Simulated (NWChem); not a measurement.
# CH2BN− (SMILES [BH2-]C#N) at UCCSDT/STO-3G

Aim: the vertical electron affinity of CH2BN− at UCCSDT/STO-3G, from 2 runs. 

The results are computed with NWChem 7.3.0.

2 further runs of the same task are left out: 2 set aside as unsound or not needed.

**1. The molecule**

CH2BN−: 5 atoms, total charge -1, spin state doublet. SMILES: `[BH2-]C#N`. The shape is that of a GFN2-xTB optimisation.

Bond lengths: B1–C2 1.464 Å, C2–N3 1.188 Å, B1–H4 1.209 Å, B1–H5 1.209 Å. Angles: B1–C2–N3 179.9°, C2–B1–H4 120.8°, C2–B1–H5 120.8°, H4–B1–H5 118.3°.

**2. A single-point energy at UCCSDT/STO-3G**

The input, work.nw:

```
start work
title "CH2BN"
memory stack 880 mb heap 220 mb global 1100 mb
charge -1

geometry units angstrom noautosym nocenter noautoz
  B       -0.479260       0.201310      -0.246440
  C        0.740110      -0.310900       0.381160
  N        1.729380      -0.727540       0.890010
  H       -0.889380      -0.271730      -1.280950
  H       -1.100840       1.108860       0.256220
end

basis
  B library STO-3G
  C library STO-3G
  N library STO-3G
  H library STO-3G
end

scf
  doublet
  uhf
  thresh 1e-07
  maxiter 60
  print medium
end

tce
  scf
  ccsdt
  freeze core 3
  maxiter 100
end

task tce energy
```

Run with:

```sh
$ nwchem work.nw > work.out
```

The log of the run:

```text
[...]
  functions       =    17
[...]
  wavefunction    = UHF
[...]
         Total SCF energy =   -116.523057867005
      One electron energy =   -255.650155945411
      Two electron energy =     93.072483885418
 Nuclear repulsion energy =     46.054614192987
                       Sz =      0.5000
                 Sz(Sz+1) =      0.7500
                      S^2 =      1.0103
[...]
         Wavefunction type : Unrestricted Hartree-Fock
          No. of electrons :    21
[...]
         Spin multiplicity : doublet
[...]
 CCSDT total energy / hartree       =      -116.712535771319381
[...]
```

It took 7.5 s on 1 thread of Intel Xeon at 2.60GHz (Ice Lake), shared host; peak memory 0.15 GiB.

**3. Singlet [CH2BN]2−**

The input, input.sdf:

```

     RDKit          3D

  5  4  0  0  0  0  0  0  0  0999 V2000
   -0.4793    0.2013   -0.2464 B   0  0  0  0  0  0  0  0  0  0  0  0
    0.7401   -0.3109    0.3812 C   0  0  0  0  0  0  0  0  0  0  0  0
    1.7294   -0.7275    0.8900 N   0  0  0  0  0  0  0  0  0  0  0  0
   -0.8894   -0.2717   -1.2810 H   0  0  0  0  0  0  0  0  0  0  0  0
   -1.1008    1.1089    0.2562 H   0  0  0  0  0  0  0  0  0  0  0  0
  2  1  2  0
  3  2  2  0
  4  1  1  0
  5  1  1  0
M  CHG  2   1  -1   3  -1
M  END
$$$$
```

The input, run.py:

```python
from ase.io import read
from ase.calculators.nwchem import NWChem

mol = read('input.sdf')

calc = NWChem(
    label='input',
    theory='tce',
    memory='2200 mb',
    basis='STO-3G',
    charge=-2,
    scf={'nopen': '0', 'rhf': None, 'thresh': '1e-07', 'maxiter': '80'},
    tce={'scf': None, 'ccsdt': None, 'freeze': 'core 3', 'maxiter': '100'},
    task='energy',
)
mol.calc = calc

e = mol.get_potential_energy()
print(f"E = {e:.6f} eV")
```

Run with:

```sh
$ export ASE_NWCHEM_COMMAND="nwchem PREFIX.nwi > PREFIX.nwo"
$ python run.py
```

The log of the run:

```text
E = -3161.308627 eV
```

The calculator wrote input.nwi:

```
title "input"

permanent_dir input

scratch_dir input

start input

geometry units angstrom nocenter noautosym noautoz
  B  -4.7930000000000000e-01 2.0130000000000001e-01 -2.4640000000000001e-01
  C  7.4009999999999998e-01 -3.1090000000000001e-01 3.8119999999999998e-01
  N  1.7294000000000000e+00 -7.2750000000000004e-01 8.9000000000000001e-01
  H  -8.8939999999999997e-01 -2.7170000000000000e-01 -1.2809999999999999e+00
  H  -1.1008000000000000e+00 1.1089000000000000e+00 2.5619999999999998e-01
end

charge -2

memory 2200 mb

basis noprint
   * library STO-3G
end

scf
  nopen 0
  rhf
  thresh 1e-07
  maxiter 80
end
tce
  scf
  ccsdt
  freeze core 3
  maxiter 100
end

task tce energy
```

input.nwo:

```text
Northwest Computational Chemistry Package (NWChem) 7.3.0
             --------------------------------------------------------

           Job information
           ---------------

    nwchem branch   = 7.3.0
    use scalapack   = T
    input           = input.nwi
    prefix          = input.
    data base       = input/input.db
    status          = startup
    nproc           =        1

           Memory information
           ------------------

    heap     =     72089600 doubles =      550.0 Mbytes
    stack    =     72089597 doubles =      550.0 Mbytes
    global   =    144179200 doubles =     1100.0 Mbytes (distinct from heap & stack)
    total    =    288358397 doubles =     2200.0 Mbytes
    verify   = yes
    hardfail = no

           Directory information
           ---------------------

  0 permanent = input
  0 scratch   = input

[... 123 lines left out ...]
 Convergence threshold     :          1.000E-07
[... 13 lines left out ...]
       Final RHF  results
[... 3 lines left out ...]
      One-electron energy =   -262.804957243826
[... 1 line left out ...]
 Nuclear repulsion energy =     46.054493199988
[... 25 lines left out ...]
                       ROHF Final Molecular Orbital Analysis
[... 320 lines left out ...]
 CCSDT total energy / hartree       =      -116.175950163270372
[... 1 line left out ...]
 Singles contributions

 Doubles contributions
    12a   (alpha)    12a   (beta ) ---    10a   (alpha)    10a   (beta )       -0.1276217599
    13a   (alpha)    13a   (beta ) ---    11a   (alpha)    11a   (beta )       -0.1702811144

 Task  times  cpu:        3.9s     wall:        3.9s
 Total times  cpu:        3.9s     wall:        3.9s
```

Run time: 5.1 s. Hardware: 1 thread of Intel Xeon at 2.60GHz (Ice Lake), shared host; peak memory 0.14 GiB.

**4. Summary of results**

At UCCSDT/STO-3G, 3 core orbitals frozen:

```
                                                                  quantity          value
                                              doublet CH2BN−: total energy  -116.71254 Eh
doublet CH2BN−: HOMO energy (Hartree–Fock orbitals) (highest over α and β)        2.27 eV
 doublet CH2BN−: LUMO energy (Hartree–Fock orbitals) (lowest over α and β)       15.80 eV
               doublet CH2BN−: correlation energy (3 core orbitals frozen)     -189.5 mEh
                         doublet CH2BN−: ⟨S²⟩ of the reference determinant          1.010
                                           singlet [CH2BN]2−: total energy  -116.17595 Eh
                    singlet [CH2BN]2−: HOMO energy (Hartree–Fock orbitals)       13.86 eV
                    singlet [CH2BN]2−: LUMO energy (Hartree–Fock orbitals)       26.78 eV
  singlet [CH2BN]2−: HOMO–LUMO gap (to an unbound level, set by the basis)       12.92 eV
            singlet [CH2BN]2−: correlation energy (3 core orbitals frozen)     -200.1 mEh
                       vertical electron affinity (to the singlet dianion)     -14.601 eV
```

The dianion lies 14.60 eV (337 kcal/mol) above the anion: the electron isn't bound at this level, and such a value depends on the basis. Without diffuse functions anions come out too high. In a minimal basis such a difference can be off by several eV, whatever the method. ⟨S²⟩ (doublet CH2BN−) is 1.01 where a pure doublet has 0.75: the reference is spin-contaminated. The HOMO (doublet CH2BN−) lies at positive energy, 2.27 eV: the electron is unbound at this level or held by a compact basis; values depend on the basis. Mulliken charges (singlet [CH2BN]2−) run from -0.71 on N3 to -0.24 on C2; they depend strongly on the basis. The HOMO (singlet [CH2BN]2−) lies at positive energy, 13.86 eV: the electron is unbound at this level or held by a compact basis; values depend on the basis.
